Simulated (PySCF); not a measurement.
EPR parameters of C6H9

Species: C6H9 (doublet state).
Cartesian coordinates in Å at the GFN2-xTB level; atoms count from 1:
```xyz
15
C6H9 angstrom
C      2.091    0.020    0.397
C      1.003    0.964    0.085
C     -0.288    0.245   -0.209
C     -1.704    0.522    0.201
C     -1.091   -0.825    0.431
C     -0.585   -1.014   -0.966
H      2.840   -0.223   -0.330
H      2.046   -0.562    1.297
H      0.807    1.619    0.944
H      1.267    1.590   -0.773
H     -1.860    1.159    1.064
H     -2.466    0.633   -0.564
H     -1.003   -1.427    1.308
H      0.231   -1.708   -1.117
H     -1.291   -0.985   -1.790
```

The hyperfine couplings belong to this conformer and change with its torsions.

The species is `[CH2]C[C@]12C[C@H]1C2` [radical].

Theory: PySCF, UKS B3LYP, pcH-1 on C H, non-relativistic, mean-field spin-orbit, GIAO. Isolated species at its GFN2-xTB geometry (one conformer only). A GFN2-xTB geometry isn't a minimum of the functional, and hyperfine couplings can be far from their values at a DFT geometry. No stability test was run, so a lower SCF solution isn't excluded.

```
g1, g2, g3                      : 2.00216, 2.00278, 2.00293
g_iso                           : 2.00263
Form of g                       : rhombic: the two nearest values differ by 20 % of g3 − g1
⟨S²⟩                            : 0.7536 (exact 0.7500)
α and β electrons               : 23, 22
HOMO–LUMO gap, α and β orbitals : 7.15, 4.96 eV
Basis functions                 : 240
```

Isotropic coupling and dipolar principal values T1 to T3, in MHz; ρ(0) is the spin density at the nucleus:

```csv
atom,isotope,a_iso,T1,T2,T3,Mulliken spin population,ρ(0) (bohr⁻³)
C1,13C,96.4,-81.5,-80.8,162.3,1.08,0.0858
C2,13C,-30.3,-2.3,0.2,2.1,-0.08,-0.0270
C3,13C,95.3,-5.0,-4.7,9.7,0.04,0.0848
C4,13C,2.7,-1.5,-1.2,2.8,0.01,0.0024
C5,13C,-0.4,-0.4,-0.3,0.7,0.00,-0.0004
C6,13C,0.6,-1.2,0.4,0.8,0.00,0.0005
H7,1H,-63.5,-39.7,0.0,39.7,-0.05,-0.0142
H8,1H,-62.0,-39.1,-0.5,39.7,-0.05,-0.0139
H9,1H,79.2,-5.2,-4.5,9.7,0.03,0.0177
H10,1H,7.6,-5.2,-4.2,9.4,0.00,0.0017
H11,1H,-0.1,-1.5,-0.8,2.3,0.00,0.0000
H12,1H,2.7,-1.4,-0.6,2.0,0.00,0.0006
H13,1H,1.8,-1.9,-1.5,3.4,0.00,0.0004
H14,1H,-0.3,-4.1,-2.5,6.6,0.00,-0.0001
H15,1H,-1.0,-1.5,-1.0,2.5,0.00,-0.0002
```

The largest Mulliken spin populations are on C1 (+1.08) and C2 (-0.08). C1 is the only atom above +0.15. The positive populations add up to 1.18 and the negative ones to -0.18, together 2S = 1. The angles at C1 add up to 359.2°, so it is planar; its axial dipolar tensor and the negative couplings of its protons fit spin in a p orbital normal to that plane.

Axes: g2 points within 10° of the C1–C2 bond.

Under fast tumbling the dipolar parts average out, and these isotropic splittings remain: 2 × 1H (H7/H8, I = 1/2, 3 lines) with 2.24 mT, 2 × 1H (H9/H10, I = 1/2, 3 lines) with 1.55 mT, 1 × 1H (H13, I = 1/2, 2 lines) with 0.06 mT and 2 × 1H (H12/H15, I = 1/2, 3 lines) with 0.03 mT.

Means are taken over nuclei equivalent by connectivity, which assumes that they swap fast. The 1H value of +43.4 MHz is a mean of couplings from 7.6 to 79.2 MHz in this one geometry, not an average over conformers.

The 13C coupling of C1 (96.4 MHz) shows only in satellite lines or after enrichment, since that isotope makes up about 1.07 % of natural carbon.

Hardware: one thread of an Arm Neoverse V2, shared host with 48 logical CPUs at a one-minute load of 25. Cost: 38 s (with the writing of density and orbital grids), 0.96 GiB resident at most.
